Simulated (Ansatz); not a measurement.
## Ansatz (development build ahead of 0.2.0) run

```yaml
crystal:
  periodic: [false, false, false]
  atoms:
    - { symbol: C, position_ang: [0.0, 0.0, -0.55968] }
    - { symbol: F, position_ang: [0.0, 0.0, 0.55968] }
basis:
  gaussian: { orbitals: cc-pVTZ }
magnetization:
  spin_polarized: true
  initial_magnetization: 1
hamiltonian:
  xc: hf
correlation:
  method: ccsd_t
  frozen_orbitals: { C: 1, F: 1 }
```

The input is written out in the form of the current development build from the run's settings.

The run gave:

```
Converged          : yes
Reference energy   : -137.19993 hartree
Correlation energy : -0.37236 hartree
Total energy       : -137.57229 hartree
```
